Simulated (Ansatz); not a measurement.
Molecule: C₄H₇, charge -1, multiplicity 1. It need not be the lowest isomer of its formula. Whether it binds its extra electron was not tested at this geometry. 
Structure (B3LYP-D3(BJ)/def2-TZVP (Ansatz, an electronic-structure program) minimum search):
```
C
H 1 1.0927
H 1 1.0999 2 109.70
C 1 1.5485 2 111.24 3 -132.58
H 4 1.1031 1 117.65 2 36.56
H 4 1.1237 5 106.25 1 -120.58
C 4 1.5372 5 120.18 6 -135.58
H 7 1.1024 4 116.73 5 95.21
C 7 1.5372 8 116.73 4 -101.44
H 9 1.1031 7 120.18 8 -95.21
H 9 1.1237 10 106.25 1 120.58
```
Charge -1, spin multiplicity 1.

Question: Give the harmonic wavenumbers at B3LYP-D3(BJ)/def2-TZVP (Ansatz, finite differences of forces, unscaled).

Answer: 291, 609, 665, 820, 889, 911, 924, 929, 984, 1001, 1095, 1115, 1172, 1217, 1244, 1256, 1268, 1449, 1471, 1493, 2640, 2663, 2883, 2886, 2904, 2950, 3045 cm⁻¹. Zero-point energy 58.3 kcal/mol.

Question: From these and the geometry, give the ideal-gas thermochemistry at 298.15 K and 1 atm (rigid rotor, harmonic oscillator).

Answer: Point group Cs, rotational symmetry number 1. Rotational constants 11.58, 11.08, 6.67 GHz. S(trans) 37.94, S(rot) 23.44, S(vib) 3.51, S(elec, spin only) 0.00, S 64.9 cal/(mol K). H(298) - H(0) 3.13 kcal/mol; G - E(el) 42.1 kcal/mol.
